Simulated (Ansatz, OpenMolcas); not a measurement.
**Worked example: vertical ionisation energy of AlH2F (SMILES [H][Al]([H])[F])**

AlH2F: 4 atoms, total charge 0, spin state singlet. SMILES: `[H][Al]([H])[F]`. Geometry: a GFN2-xTB relaxation, a rough one for these elements and not checked as a minimum.

Both states at this one shape; open shells run unrestricted unless said. 1 Eh = 27.2114 eV.

```
                            level     program  singlet AlH2F (Eh)  doublet AlH2F+ (Eh)
HF/STO-3G, open shells restricted  OpenMolcas         -338.234252          -337.966097
                   r2SCAN0/STO-3G      Ansatz         -339.056995          -338.756954
                     wB97X/STO-3G      Ansatz         -339.089886          -338.785093
```

Task: Work out the vertical ionisation energy at each level.

Result: 
1. HF/STO-3G, open shells restricted: -337.966097 − (-338.234252) = 0.268155 Eh = 7.30 eV.
2. r2SCAN0/STO-3G: -338.756954 − (-339.056995) = 0.300041 Eh = 8.16 eV.
3. wB97X/STO-3G: -338.785093 − (-339.089886) = 0.304793 Eh = 8.29 eV.

No measured value is set beside it here; the levels span 7.30 to 8.29 eV. Hartree–Fock favours the state with fewer electron pairs, since it lacks pair correlation. Minimal sets are far from the basis-set limit.
